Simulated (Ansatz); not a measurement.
System (SMILES): [C-]#[S+] (C-S).
Atoms: C1, S2. Bonds: C1-S2.

Basis-set convergence of the optimised C1-S2 bond length at PBE with Ansatz (a first-principles code). Cartesian d functions, on some or all atoms, in 6-311G**, 6-311+G**; all else is spherical. The program fits the integrals of some runs and decomposes those of others, by size. No added dispersion term, no relativity. Reference: the value in pcseg-4, 1.5451 Å, itself unsure by roughly 0.0002 Å (its mean distance from aug-pcseg-3, aug-cc-pV(Q+d)Z, cc-pV(5+d)Z). Deviations are taken from unrounded values.

| basis | functions | optimised C1-S2 bond length (Å) |
|---|---|---|
| def2-SVP | 32 | 1.5531 |
| def2-SVPD | 47 | 1.5543 |
| pcseg-1 | 32 | 1.5587 |
| aug-pcseg-1 | 50 | 1.5566 |
| cc-pV(D+d)Z | 37 | 1.5590 |
| aug-cc-pV(D+d)Z | 55 | 1.5567 |
| 6-311G** | 45 | 1.5555 |
| 6-311+G** | 53 | 1.5530 |
| pcseg-2 | 64 | 1.5473 |
| aug-pcseg-2 | 96 | 1.5473 |
| def2-TZVP | 68 | 1.5464 |
| def2-TZVPD | 83 | 1.5464 |
| cc-pV(T+d)Z | 69 | 1.5477 |
| aug-cc-pV(T+d)Z | 101 | 1.5463 |
| def2-TZVPP | 73 | 1.5463 |
| def2-TZVPPD | 88 | 1.5462 |
| cc-pV(Q+d)Z | 119 | 1.5459 |
| aug-cc-pV(Q+d)Z | 169 | 1.5452 |
| pcseg-3 | 124 | 1.5454 |
| aug-pcseg-3 | 174 | 1.5451 |
| def2-QZVPP | 127 | 1.5458 |
| def2-QZVPPD | 142 | 1.5453 |

What the diffuse functions change, pair by pair:
- def2-SVP to def2-SVPD: 15 more functions, deviation 0.0081 to 0.0092 Å
- pcseg-1 to aug-pcseg-1: 18 more functions, deviation 0.0136 to 0.0115 Å
- cc-pV(D+d)Z to aug-cc-pV(D+d)Z: 18 more functions, deviation 0.0139 to 0.0116 Å
- 6-311G** to 6-311+G**: 8 more functions, deviation 0.0104 to 0.0079 Å
- pcseg-2 to aug-pcseg-2: 32 more functions, deviation 0.0022 to 0.0022 Å
- def2-TZVP to def2-TZVPD: 15 more functions, deviation 0.0013 to 0.0013 Å
- cc-pV(T+d)Z to aug-cc-pV(T+d)Z: 32 more functions, deviation 0.0026 to 0.0012 Å
- def2-TZVPP to def2-TZVPPD: 15 more functions, deviation 0.0012 to 0.0012 Å
- cc-pV(Q+d)Z to aug-cc-pV(Q+d)Z: 50 more functions, deviation 0.0008 to 0.0001 Å
- pcseg-3 to aug-pcseg-3: 50 more functions, deviation 0.0003 to 0.0000 Å
- def2-QZVPP to def2-QZVPPD: 15 more functions, deviation 0.0008 to 0.0002 Å

They bring the value nearer the reference by more than 0.0002 Å in 7 of 11 pairs.
